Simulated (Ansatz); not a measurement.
# BH5O, SMILES [BH3-][OH2+]: an active-space calculation

With Ansatz's Python interface.

Contents of `bh5o.xyz`:
```text
7

B    -0.21600   -0.48300   -0.22700
O     0.31210    0.50720    0.73040
H     0.20980   -1.50750   -0.11860
H    -1.36190   -0.53350   -0.04710
H    -0.08420   -0.06430   -1.37480
H    -0.09230    1.40400    0.51780
H     1.29380    0.60910    0.47350
```

Run as a notebook:

```python
import ansatz as az

BASIS = 'def2-SVP'
```

```python
mol = az.Crystal.molecule_from_extxyz('bh5o.xyz')
```

```python
setup = (
    mol.calculation()
    .basis(gaussian=BASIS)
    .correlation(active_electrons=4, active_orbitals=4)
)
for method in [None, 'sc_nevpt2', 'fic_mrcisd_q']:
    summary = (setup if method is None else setup.correlation(method)).run(threads=1).report
    space = summary['configurations']
    state = space['states'][0]
    print(method or 'casscf', f'total {summary["free_energy_ev"] / 27.211386246:.6f} Ha, active-space state {state["energy"]["hartree"]:.6f} Ha, mean field {summary["reference_energy_ev"] / 27.211386246:.6f} Ha')
    print('  determinants', state['n_determinants'], ' natural occupations', [round(n, 3) for n in space['natural_occupations']])
```

    casscf total -102.371242 Ha, active-space state -102.371242 Ha, mean field -102.317178 Ha
      determinants 36  natural occupations [1.978, 1.975, 0.024, 0.023]
    sc_nevpt2 total -102.628196 Ha, active-space state -102.371242 Ha, mean field -102.317178 Ha
      determinants 36  natural occupations [1.978, 1.975, 0.024, 0.023]
    fic_mrcisd_q total -102.667119 Ha, active-space state -102.371242 Ha, mean field -102.317178 Ha
      determinants 36  natural occupations [1.978, 1.975, 0.024, 0.023]

What to keep in mind:
- These settings explore the input space; basis and method may be short of convergence.
- The geometry is a force-field or estimated start, not a minimum of this method, and the basis set is short of its limit. The active space starts as a window about the frontier orbitals and is then optimised, not chosen by chemistry.
- Finished in 2.5 s on 1 thread of Arm Neoverse V2, with other jobs on the host, peak memory 0.19 GiB.
